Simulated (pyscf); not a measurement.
# Elimination: `[OH][SiH2][OH]` → `[O]=[SiH][OH]` + `[H][H]`

Gas phase, singlet surface, charge 0. Bonds broken: O1–H4, Si2–H5. Bonds formed: H4–H5. Optimised with ωB97X-D3(BJ)/def2-SVP in PySCF.

Transition state (Å):

```xyz
7

O     -0.4061     1.3475    -0.4507
Si    -0.1352    -0.0595     0.1992
O     -1.3127    -1.0428     0.7689
H     -0.0156     0.3274    -1.4305
H      0.1900    -0.5981    -1.4945
H      1.1018    -0.5080     0.8605
H     -2.2168    -0.8210     0.5127
```

One imaginary mode, 1388i cm⁻¹; descent along it reached the two sides named, in the forms told below.

| bond | change | reactant side (Å) | saddle | product side |
|---|---|---|---|---|
| O1–H4 | breaks | 0.961 | 1.467 | 3.1 |
| Si2–H5 | breaks | 1.496 | 1.807 | 2.7 |
| H4–H5 | forms | 2.8 | 0.950 | 0.761 |

Electronic energies relative to the reactant's lowest minimum found (kcal/mol):

```json
[
 {"level": "ωB97X-D3(BJ)/def2-TZVP", "barrier": "62.6", "reaction energy": "+44.6", "reverse barrier": "17.9"},
 {"level": "PBE/def2-TZVP", "barrier": "53.1", "reaction energy": "+38.3", "reverse barrier": "14.8"},
 {"level": "r²SCAN/def2-TZVP", "barrier": "56.8", "reaction energy": "+41.6", "reverse barrier": "15.2"},
 {"level": "B3LYP-D3(BJ)/def2-TZVP", "barrier": "59.8", "reaction energy": "+40.9", "reverse barrier": "18.8"},
 {"level": "PBE0-D3(BJ)/def2-TZVP", "barrier": "59.5", "reaction energy": "+45.2", "reverse barrier": "14.3"},
 {"level": "M06-2X/def2-TZVP", "barrier": "63.2", "reaction energy": "+44.8", "reverse barrier": "18.5"},
 {"level": "ωB97M-D3(BJ)/def2-TZVP", "barrier": "61.2", "reaction energy": "+43.0", "reverse barrier": "18.2"},
 {"level": "HF/def2-TZVP", "barrier": "77.5", "reaction energy": "+50.8", "reverse barrier": "26.8"}
]
```

With ωB97M-D3(BJ)/def2-TZVP energies and thermal terms (ideal gas, 1 atm, RRHO with modes under 100 cm⁻¹ raised to 100, one conformer, R ln 2 for chiral ones without a mode under 150 cm⁻¹), in kcal/mol:

| T (K) | ΔH‡ | ΔG‡ | ΔH | ΔG |
|---|---|---|---|---|
| 298 | 57.9 | 58.1 | +38.6 | +30.4 |
| 600 | 57.3 | 58.4 | +39.0 | +21.9 |
| 900 | 56.9 | 59.1 | +38.8 | +13.3 |
| 1200 | 56.5 | 59.9 | +38.3 | +4.9 |

On the reactant side the descent ends in a point that may be a rotor saddle (no frequency run), 1.2 kcal/mol over the lowest minimum found and 61.3 kcal/mol under the saddle at ωB97X-D3(BJ)/def2-TZVP. At the saddle there is also a short H–Si contact that neither side keeps. O=SiH–OH lies 9.8 kcal/mol over its isomer HO–Si:–OH [singlet] (electronic energy, ωB97M-D3(BJ)/def2-TZVP). One saddle was located; it need not be the lowest between these sides.
